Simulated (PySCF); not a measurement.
**Working with the constants of SiF⁻**

UHF-CCSD(T) constants of SiF⁻, ³Σ⁻ (triplet), unpaired electrons π ↑↑ (PySCF, no relativity, basis sets Si def2-TZVPPD, F def2-TZVPPD; masses 27.9769 and 18.9984 u):

* ωe: 645.6 cm⁻¹
* ωexe: 5.29 cm⁻¹
* Be: 0.50982 cm⁻¹
* αe: 0.00580 cm⁻¹
* D (centrifugal): 1.27e-06 cm⁻¹
* De to Si + F⁻: 3.32 eV

(1) Give the vibrational terms G(v) and spacings up to v = 6.

(2) How well does the Morse estimate ωe²/(4ωexe) reproduce De, and what is D0?

Correlated steps freeze 6 core orbitals. For an ion De counts to the pair picked by the measured ionisation energies or electron affinities, which need not be the lowest pair at this level. The state is the lowest determinant that a PBE0 search found; another state may lie lower at other levels.

Answers

(1) G(v) = ωe(v+½) − ωexe(v+½)².

```tsv
v	G(v) (cm⁻¹)	G(v) − G(v−1)	Bv (cm⁻¹)
0	321		0.5069
1	956	635	0.5011
2	1581	624	0.4953
3	2195	614	0.4895
4	2798	603	0.4837
5	3391	593	0.4779
6	3973	582	0.4721
```

(2) It gives 2.44 eV, 74 % of the computed De. D0 = De − G(0) = 3.32 − 0.04 = 3.28 eV.
